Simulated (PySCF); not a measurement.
Gas-phase reaction: 3 SiH2F ⇌ c-Si3H6 + 3 F

Computed with PySCF and rigid-rotor harmonic-oscillator thermochemistry at 1 bar. † marks an energy on the PBE0/def2-TZVP geometry and frequencies; other levels use their own. CCSD(T) freezes the core. 6-31G* has spherical d functions here. Open shells (unrestricted): SiH2F (multiplicity 2), F (multiplicity 2, electronic degeneracy 6); the rest are closed-shell singlets. Spin-orbit splitting is ignored; it lowers the true energy and changes the entropy of F. B3LYP is the form with VWN-RPA correlation. SiH2F, c-Si3H6: computed as isolated molecules; such fragments, hydroxides, amides, oligomers or adducts are transient or little studied in the gas. CCSD(T) isn't extrapolated to the basis-set limit; its ΔH°(298 K) is 911.6 kJ in def2-SVP and 1006.5 kJ in def2-TZVPP. The harmonic model lacks anharmonicity and excited electronic states, which grow with temperature; levels with a mode under 35 cm⁻¹ are left out.

```csv
level,"ΔE electronic, kJ","ΔH°(298 K), kJ","ΔS°(298 K), J/K","ΔG°(2500 K), kJ"
B3LYP/def2-TZVP†,1056,1053,39,864
CCSD(T)/def2-TZVPP†,1010,1006,39,817
HF/6-31G*,766,762,31,592
PBE/def2-SVP,1019,1016,40,826
PBE/def2-TZVP†,1058,1055,39,866
PBE0/def2-SVP†,937,934,39,744
r2SCAN/def2-TZVP†,1047,1044,39,855
LDA/def2-TZVP†,1196,1193,39,1004
ωB97M-V/def2-TZVP†,1024,1021,39,832
```
ΔH° is lowest at HF/6-31G* and highest at LDA/def2-TZVP†. No reference value is set beside these.
